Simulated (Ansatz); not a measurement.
Low-lying states of CF

Program: Ansatz, Gaussian basis, development build. State-averaged CASSCF with equal weights; occupations are averaged over the states; levels count from the state that is lowest in CASSCF. CASSCF levels without dynamic correlation can be off by over 1 eV. No symmetry is imposed, so a solution can break that of the shape. The lowest solution met needn't be the lowest there is, nor hold the orbitals that a chemist would pick. The average may hold one member of a degenerate pair alone.

Geometry: bond length 1.3970 Å.

Basis cc-pVTZ, nonrelativistic, 2 orbitals frozen in the corrections; active space CAS(5,5). Averaged: 1 doublet, 1 quartet.

(1) Give the levels in order, with their spins.

## Answers

(1) 

```json
{"state": "doublet", "CASSCF (eV)": "0.000"}
{"state": "quartet", "CASSCF (eV)": "2.414"}
```

Occupations: 1.97, 1.47, 1.00, 0.53, 0.03.
